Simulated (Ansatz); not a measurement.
# α-phase Ga

Level of theory: rVV10 (Ansatz, an electronic-structure program, plane waves, PAW).

Run with plane-wave cutoff 500 eV, 18×18×16 k mesh (along the axes of the cell as run), Fermi–Dirac smearing 0.1 eV, scalar-relativistic PAW data made under PBE.

Cell (relaxed at this level):

```yaml
crystal:
  lattice:
    - [2.33352, -3.90007, 0.00000]
    - [2.33352, 3.90007, 0.00000]
    - [0.00000, 0.00000, 4.63457]
  atoms:
    - { symbol: Ga, position: [0.15658, 0.84342, 0.91622] }
    - { symbol: Ga, position: [0.34342, 0.65658, 0.41622] }
    - { symbol: Ga, position: [0.65658, 0.34342, 0.58378] }
    - { symbol: Ga, position: [0.84342, 0.15658, 0.08378] }
```

```json
{
 "volume_per_atom": "21.09 Å³/atom",
 "equilibrium_lattice_constant_a": "4.667 Å",
 "lattice_parameter_b": "7.800 Å",
 "lattice_parameter_c": "4.635 Å"
}
```

Static lattice: no zero-point or thermal effects.

It cost about 14 core-minutes (a rough figure) of CPU time.
